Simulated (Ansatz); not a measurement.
# C4H8O (2-butanone) at RPA@PBE0/6-31G(d) (spherical functions)

Aim: the vertical singlet–triplet gap of C4H8O (2-butanone) at RPA@PBE0/6-31G* (spherical functions), from 2 runs. 

Program for the calculation: Ansatz 0.2.0.

51 further runs of the same task are left out: 51 set aside as unsound or not needed.

## 1. Starting point

C4H8O has 13 atoms, charge 0, and is taken as a singlet. SMILES: `CCC(C)=O`. The coordinates come from a PBE0-D4/def2-TZVP relaxation. This is one conformer, not always the lowest.

Bond lengths: C1–C2 1.527 Å, C2–C3 1.512 Å, C3–C4 1.505 Å, C3–O5 1.206 Å, C1–H6 1.091 Å, C1–H7 1.092 Å, C1–H8 1.093 Å, C2–H9 1.094 Å, C2–H10 1.092 Å, C4–H11 1.093 Å, C4–H12 1.095 Å, C4–H13 1.088 Å. Some angles: C1–C2–C3 110.3°, C2–C3–C4 116.7°, C2–C3–O5 121.3°, C4–C3–O5 121.9°, C1–C2–H9 109.9°, C1–C2–H10 110.0°, C3–C2–H9 110.1°, C3–C2–H10 107.8°, C2–C1–H6 110.6°, C2–C1–H7 110.5°.

## 2. The energy at RPA@PBE0/6-31G(d) (spherical functions)

Input file in.yaml:

```yaml
crystal:
  periodic: [false, false, false]
  atoms:
    - symbol: C
      position_ang: [-1.145600, 1.128600, -0.438000]
    - symbol: C
      position_ang: [0.104000, 0.866600, 0.400200]
    - symbol: C
      position_ang: [0.917600, -0.253800, -0.206600]
    - symbol: C
      position_ang: [0.580900, -1.652300, 0.236700]
    - symbol: O
      position_ang: [1.778900, -0.032900, -1.021800]
    - symbol: H
      position_ang: [-1.729800, 1.946300, -0.012200]
    - symbol: H
      position_ang: [-0.871200, 1.401500, -1.458700]
    - symbol: H
      position_ang: [-1.791800, 0.248500, -0.484700]
    - symbol: H
      position_ang: [-0.181700, 0.612400, 1.425300]
    - symbol: H
      position_ang: [0.731300, 1.759600, 0.423400]
    - symbol: H
      position_ang: [-0.499800, -1.816400, 0.230900]
    - symbol: H
      position_ang: [0.914800, -1.787200, 1.270500]
    - symbol: H
      position_ang: [1.077500, -2.382200, -0.399800]
basis:
  gaussian: {orbitals: 6-31G_st_-spherical.json}
hamiltonian: {xc: pbe0}
correlation: {method: rpa, frozen_orbitals: {C: 1, H: 0, O: 1}}
accuracy: high
```

The basis set 6-31G* is read from a file made from the Basis Set Exchange's data (not shown).

Run with:

```console
ansatz run in.yaml --threads 1 --pin off --max-ram 3480MiB --events-out events.jsonl --progress --plain --runs-dir runs
```

The program printed:

```text
Warning: RAYON_NUM_THREADS=1 ignored (pool sized by the plan → 1); use --threads N
Functional definition: PBE0
  name "PBE0"
  parameter a = 0.25
  parameter kappa = 0.804
  parameter beta = 0.06672455060314922
  exchange = (1 - a)*pbe_x(kappa = kappa, mu = beta*pi^2/3) + a*exact_x
  correlation = pbe_c(beta = beta)
2165 factors; integrals over basis functions are off by at most 3.2e-9 eV
mean field evaluation 1: about -6311.1177 eV, gradient 5.5e1 eV
mean field evaluation 2: about -6311.4914 eV, gradient 5.5e1 eV
mean field evaluation 4: about -6317.4912 eV, gradient 1.8e1 eV
mean field evaluation 8: about -6318.1153 eV, gradient 6.3e-1 eV
mean field evaluation 16: about -6318.1162 eV, gradient 1.2e-4 eV
mean field -6318.11622206 eV, -232.1864885878 hartree, gradient 2.0e-8 eV, S^2 0.000000; 0 other end points of the search recorded, 0 dependent functions left out
5 core orbitals not correlated: weight in the atoms' cores, before any rotation towards them, 1.000 or more for the frozen orbitals, at most 0.000 for the correlated occupied ones
reference -6285.12212458 eV, -230.9739778696 hartree; 15, 15 occupied and 66, 66 virtual orbitals, 2165 factors
Total energy: -6312.10765588 eV, -231.9656778532 hartree
```

Wall time 12 s (1 thread of Intel Xeon 6975P-C (Granite Rapids), shared host); peak memory 0.37 GiB.

## 3. The triplet, same level

Input file run.yaml:

```yaml
crystal:
  periodic: [false, false, false]
  atoms:
    - {symbol: C, position_ang: [-1.145600, 1.128600, -0.438000]}
    - {symbol: C, position_ang: [0.104000, 0.866600, 0.400200]}
    - {symbol: C, position_ang: [0.917600, -0.253800, -0.206600]}
    - {symbol: C, position_ang: [0.580900, -1.652300, 0.236700]}
    - {symbol: O, position_ang: [1.778900, -0.032900, -1.021800]}
    - {symbol: H, position_ang: [-1.729800, 1.946300, -0.012200]}
    - {symbol: H, position_ang: [-0.871200, 1.401500, -1.458700]}
    - {symbol: H, position_ang: [-1.791800, 0.248500, -0.484700]}
    - {symbol: H, position_ang: [-0.181700, 0.612400, 1.425300]}
    - {symbol: H, position_ang: [0.731300, 1.759600, 0.423400]}
    - {symbol: H, position_ang: [-0.499800, -1.816400, 0.230900]}
    - {symbol: H, position_ang: [0.914800, -1.787200, 1.270500]}
    - {symbol: H, position_ang: [1.077500, -2.382200, -0.399800]}
basis:
  gaussian: {orbitals: 6-31G_st_-spherical.json}
magnetization: {spin_polarized: true, initial_magnetization: 2}
hamiltonian: {xc: pbe0}
correlation: {method: rpa, frozen_orbitals: {C: 1, H: 0, O: 1}}
accuracy: high
```

The basis set 6-31G* is read from a file made from the Basis Set Exchange's data (not shown).

Run with:

```console
ansatz run run.yaml --threads 1 --pin off --max-ram 3480MiB --events-out events.jsonl --progress --plain --runs-dir runs
```

The program printed, cut to the lines that bear on the results:

```text
Warning: RAYON_NUM_THREADS=1 ignored (pool sized by the plan → 1); use --threads N
[... 2 set-up lines as earlier in the session ...]
[...]
2165 factors; integrals over basis functions are off by at most 3.2e-9 eV
[...]
mean field -6314.32374446 eV, -232.0471176064 hartree, gradient 4.2e-8 eV, S^2 2.005523; 0 other end points of the search recorded, 0 dependent functions left out
5 core orbitals not correlated: weight in the atoms' cores, before any rotation towards them, 1.000 or more for the frozen orbitals, at most 0.000 for the correlated occupied ones
reference -6281.70642018 eV, -230.8484530482 hartree; 16, 14 occupied and 65, 67 virtual orbitals, 2165 factors
Total energy: -6308.00617087 eV, -231.8149510593 hartree
```

Run time: 19 s. Hardware: 1 thread of Intel Xeon 6975P-C (Granite Rapids), shared host; peak memory 0.45 GiB.

## 4. Outcome

At RPA@PBE0/6-31G* (spherical functions), 5 core orbitals frozen:

| quantity | value |
| --- | --- |
| singlet: total energy | -231.96568 Eh |
| singlet: RPA correlation energy (valence) | -991.7 mEh |
| triplet: total energy | -231.81495 Eh |
| triplet: RPA correlation energy (valence) | -966.5 mEh |
| triplet: ⟨S²⟩ of the reference determinant | 2.006 |
| vertical energy of the triplet above the singlet | 4.101 eV |

At this shape the triplet lies 4.10 eV (95 kcal/mol) above the singlet.
